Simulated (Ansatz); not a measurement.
Saddle point of SiNH₆Cl, singlet (SiNH₅ ([NH2][SiH3]) + HCl → SiH₃Cl ([SiH3][Cl]) + NH₃; bonds formed: Si1–Cl7, N2–H6; bonds broken: Si1–N2, H6–Cl7), PBE0-D4/def2-TZVP structure:

Si1  (-0.215, -0.060, -0.910)
N2  (0.023, -0.419, 0.903)
H3  (-1.267, 0.945, -1.112)
H4  (1.078, 0.013, -1.604)
H5  (-0.819, -1.380, -1.291)
H6  (0.461, 0.538, 1.166)
Cl7  (0.928, 2.143, 0.366)
H8  (0.659, -1.191, 1.082)
H9  (-0.847, -0.588, 1.399)
(Å)

Energies are electronic, without zero-point energy. Barriers and step energies count from the start structure reached by relaxing down the imaginary mode; all methods use the PBE0-D4 structures, on which another method's saddle can fall below an end. Ansatz 0.2.0; basis: def2-TZVPP, with def2-QZVPP for the basis limit; cores frozen in the correlated methods. B3LYP uses VWN-RPA correlation. Extrapolation: Hartree–Fock as exp(−7.88 √X), correlation as X^−2.97.

```
      method  barrier (kJ/mol)  step energy (kJ/mol)
       SPW92              12.8                 -18.0
      PBE-D4              25.9                 -30.8
     BLYP-D4              34.4                 -29.9
   r2SCAN-D4              27.6                 -33.5
      B97M-V              34.6                 -41.4
     PBE0-D4              26.2                 -34.6
    B3LYP-D4                 ?                 -33.0
  r2SCAN0-D4              27.1                 -36.4
    BHLYP-D4              33.3                 -38.6
CAM-B3LYP-D4                 ?                 -31.6
     wB97X-V              32.0                 -38.8
     wB97M-V              28.3                 -41.4
      B2PLYP              36.9                 -34.1
    PBE-QIDH                 ?                 -36.6
  RPA on PBE              44.5                 -36.6
          HF              44.3                 -48.2
         MP2              36.0                 -35.5
        CCSD              40.3                 -38.1
     CCSD(T)              38.6                 -36.3
```

**Question.** Fill in the withheld barriers. (Judge from chemistry; the value comes from the calculation.)

**Answer.** The calculation gives: PBE-QIDH 29.2; CAM-B3LYP-D4 35.0; B3LYP-D4 34.0 kJ/mol. Each is the energy of the saddle less that of the start structure, by the same method.

For comparison, the barrier by CCSD(T) at an estimated basis limit (MP2 extrapolated from triple and quadruple zeta, plus CCSD(T) − MP2 in triple zeta) is 30.3 kJ/mol.

The T1 diagnostic stays at or below 0.010.

Hydrogen chloride, the by-product of chloride precursors, can attack films and sites by steps of this kind.

Labels in which every atom is bracketed show which atoms are joined, not bond orders.

For scale, one of the runs: CCSD(T)/def2-TZVPP, 199 basis functions, launched by `ansatz run in.yaml --threads 2 --pin off --events-out ev --progress --plain --max-ram 4352MiB`. The run took 61 s on 2 CPU threads of an Arm Neoverse V1 (shared host), with 2.2 GiB of host memory at its peak.
